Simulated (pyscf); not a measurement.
HO–SiH₂–F + hydrogen fluoride (HF) + hydrogen fluoride (HF) → F–SiH₂–F + water (H₂O) + hydrogen fluoride (HF), a multi-bond step (singlet surface; O–Si, F–H, F–H broken, F–Si, H–O, F–H formed). Single points on ωB97X-D3(BJ)/def2-SVP structures (PySCF, gas phase). Energies in kcal/mol from the separated reactants.

Small-basis levels: PySCF, no dispersion term, spherical d functions. AM1 to PM7: differences of heats of formation from MOPAC, which are fitted to 298 K values and so differ in kind from electronic energies by zero-point and thermal terms. GFN2-xTB: tblite. Cost: rough CPU time at the saddle relative to B3LYP/6-31G*, from one job on a shared machine.

```tsv
level	barrier	reaction energy	cost
HF/STO-3G	-16.2	-9.2	0.05
HF/3-21G	-37.0	-10.2	0.08
MP2/6-31G*	-12.3	-14.5	0.1
BP86/6-31G*	…	-15.0	1
B3LYP/LANL2DZ	…	-4.3	0.7
GFN2-xTB	1.2	-12.6	under 0.02
AM1	55.7	-16.4	under 0.02
PM3	53.3	-6.7	under 0.02
PM7	58.4	-15.2	under 0.02
ωB97M-D3(BJ)/def2-TZVP	…	-9.3	–
```

Complete the blanks.


- BP86/6-31G*, barrier: -23.4
- B3LYP/LANL2DZ, barrier: -21.2
- ωB97M-D3(BJ)/def2-TZVP, barrier: -2.3

Against the last row the barrier runs from -34.7 (HF/3-21G) to +60.8 kcal/mol (PM7). ωB97M-D3(BJ)/def2-TZVP has limits of its own. On the reactant side the descent ends in a bound adduct, 15.8 kcal/mol under the separated species and 13.8 kcal/mol under the saddle at ωB97X-D3(BJ)/def2-TZVP. On the product side the descent ends in a bound adduct (not fully relaxed), 11.5 kcal/mol under the separated species and 18.5 kcal/mol under the saddle at ωB97X-D3(BJ)/def2-TZVP. At ωB97M-D3(BJ) the saddle lies under the separated reactants, which points to a path from their complex (located at ωB97X-D3(BJ) alone). This is the saddle that the search found; another between the same sides may lie lower.
